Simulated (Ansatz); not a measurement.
Process, species as SMILES: C[SiH2] (CH3-SiH2) → C atom + 5 H atom + Si atom
B3LYP-D3(BJ)/def2-TZVP geometries, fixed; electronic energies without zero-point terms.

Basis-set convergence of the atomisation energy at B3LYP with Ansatz (an electronic-structure program). Cartesian d functions, on some or all atoms, in 6-31G*, 6-31+G*, 6-311G**, 6-311+G**; all else is spherical. The program fits the integrals of some runs and decomposes those of others, by size. Open shells are unrestricted. No added dispersion term, no relativity. Functions are those of the species that has most. Reference: the value in aug-pcseg-3, 530.50 kcal/mol, itself unsure by roughly 0.20 kcal/mol (its mean distance from aug-cc-pV(Q+d)Z, def2-QZVPPD, pcseg-3). Deviations are taken from unrounded values.

```
basis            functions  atomisation energy (kcal/mol)
---------------  ---------  -----------------------------
6-31G*                  44                         526.60
6-31+G*                 52                         524.81
def2-SVP                57                         528.06
def2-SVPD               84                         529.53
pcseg-1                 57                         522.82
aug-pcseg-1             95                         523.54
cc-pV(D+d)Z             62                         521.58
aug-cc-pV(D+d)Z        100                         521.22
6-311G**                75                         526.30
6-311+G**               83                         525.57
def2-TZVP               98                         529.20
def2-TZVPD             125                         529.31
pcseg-2                134                         529.50
aug-pcseg-2            211                         529.89
cc-pV(T+d)Z            139                         530.11
aug-cc-pV(T+d)Z        216                         529.68
def2-TZVPP             143                         530.27
def2-TZVPPD            170                         530.32
cc-pV(Q+d)Z            269                         530.95
aug-cc-pV(Q+d)Z        399                         530.90
def2-QZVPP             277                         530.34
def2-QZVPPD            304                         530.34
pcseg-3                289                         530.45
aug-pcseg-3            419                         530.50
```

What the diffuse functions change, pair by pair:
- 6-31G* to 6-31+G*: 8 more functions, deviation -3.89 to -5.68 kcal/mol
- def2-SVP to def2-SVPD: 27 more functions, deviation -2.44 to -0.96 kcal/mol
- pcseg-1 to aug-pcseg-1: 38 more functions, deviation -7.68 to -6.96 kcal/mol
- cc-pV(D+d)Z to aug-cc-pV(D+d)Z: 38 more functions, deviation -8.91 to -9.28 kcal/mol
- 6-311G** to 6-311+G**: 8 more functions, deviation -4.19 to -4.93 kcal/mol
- def2-TZVP to def2-TZVPD: 27 more functions, deviation -1.30 to -1.19 kcal/mol
- pcseg-2 to aug-pcseg-2: 77 more functions, deviation -1.00 to -0.61 kcal/mol
- cc-pV(T+d)Z to aug-cc-pV(T+d)Z: 77 more functions, deviation -0.38 to -0.81 kcal/mol
- def2-TZVPP to def2-TZVPPD: 27 more functions, deviation -0.22 to -0.18 kcal/mol
- cc-pV(Q+d)Z to aug-cc-pV(Q+d)Z: 130 more functions, deviation 0.45 to 0.41 kcal/mol
- def2-QZVPP to def2-QZVPPD: 27 more functions, deviation -0.16 to -0.16 kcal/mol
- pcseg-3 to aug-pcseg-3: 130 more functions, deviation -0.05 to 0.00 kcal/mol

Leaving out the reference's own pair, they bring the value nearer the reference by more than 0.20 kcal/mol in 3 of 11 pairs.
